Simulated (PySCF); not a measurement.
An excited-state job on `FS(F)(F)F`.

Computed with TDDFT PBE0/def2-SVPD, vertical, gas phase, core orbitals frozen in the response (PySCF 2.14.0, density-fitted response routines). Geometry: GFN2-xTB. A driver script takes a list of jobs; this job's settings line and coordinates (Å) are shown.

Input:
```
{"job": {"kind": "uv", "xc": "PBE0", "basis": "def2-SVPD", "nstates": 8, "ntriplets": 3}, "charge": 0, "multiplicity": 1}
F      0.494236    -1.073095     0.703116
S      0.047435    -0.020120    -0.438299
F     -0.615905     1.130697     0.481460
F      1.542503     0.751297    -0.260903
F     -1.459647    -0.785927    -0.502559
```

What does the run print?

```
coarse grid: 5968 points
cycle   1  E = -796.2857843902  dE =  7.762e-01  |g| = 1.004e+00  |ddm| = 2.582e+00
cycle   2  E = -795.8501937287  dE =  4.356e-01  |g| = 1.897e+00  |ddm| = 2.138e+00
cycle   3  E = -796.4797202591  dE = -6.295e-01  |g| = 1.448e-01  |ddm| = 1.328e+00
cycle   4  E = -796.4819666468  dE = -2.246e-03  |g| = 9.272e-02  |ddm| = 1.590e-01
cycle   5  E = -796.4833536764  dE = -1.387e-03  |g| = 1.569e-02  |ddm| = 6.626e-02
cycle   6  E = -796.4833958539  dE = -4.218e-05  |g| = 1.195e-03  |ddm| = 1.196e-02
cycle   7  E = -796.4833962980  dE = -4.441e-07  |g| = 3.602e-04  |ddm| = 2.135e-03
final grid: 58168 points
cycle   8  E = -796.5661650523  dE = -1.262e-05  |g| = 1.986e-03  |ddm| = 2.259e-02
cycle   9  E = -796.5661648870  dE =  1.652e-07  |g| = 2.245e-03  |ddm| = 3.531e-03
cycle  10  E = -796.5661657735  dE = -8.865e-07  |g| = 6.724e-04  |ddm| = 2.075e-03
cycle  11  E = -796.5661658459  dE = -7.243e-08  |g| = 7.202e-05  |ddm| = 4.756e-04
cycle  12  E = -796.5661658463  dE = -4.111e-10  |g| = 6.751e-05  |ddm| = 1.076e-04
cycle  13  E = -796.5661658471  dE = -7.672e-10  |g| = 5.970e-06  |ddm| = 4.561e-05
converged SCF energy = -796.5661658471

Static polarisability (au): isotropic 30.124, principal 24.981 29.006 36.384

Singlet excitations
state   eV       nm        f      main configurations
  1   5.9947    206.8   0.03344   H->L 0.98
  2   7.2352    171.4   0.02892   H->L+1 0.98
  3   7.4395    166.7   0.00000   H-2->L 0.99
  4   7.5127    165.0   0.00895   H-1->L 0.95
  5   7.9855    155.3   0.00083   H-4->L 0.99
  6   8.0989    153.1   0.00060   H-3->L 0.92
  7   8.8424    140.2   0.00000   H-1->L+1 0.91
  8   8.9663    138.3   0.00825   H-2->L+1 0.74, H->L+2 0.20

Triplet excitations (Tamm-Dancoff, eV): 4.3258 6.5923 6.9766
```

The SCF starts on a coarse grid where the log names one; the energy can jump when the final grid takes over, and dE then counts from the start density on the new grid. H and L stand for HOMO and LUMO; the number after each pair is its weight.

Give S1 in cm⁻¹ and kJ/mol.

5.9947 eV × 8065.54 = 48351 cm⁻¹; × 96.485 = 578.4 kJ/mol.

Give the mean polarisability as a volume in Å³, and the ratio of the largest to the smallest principal value.

30.124 au × 0.148185 = 4.46 Å³; 36.384/24.981 = 1.46.

Summary of the converged run: HOMO -10.31 eV, LUMO -2.98 eV; lowest singlet 5.99 eV; lowest triplet 4.33 eV (Tamm–Dancoff); mean polarisability 30.1 au.

Time: 8.5 s of wall time. Hardware: Arm Neoverse V1, one thread, shared host.
Labels such as C1 count atoms from 1, the log's own numbers from 0.
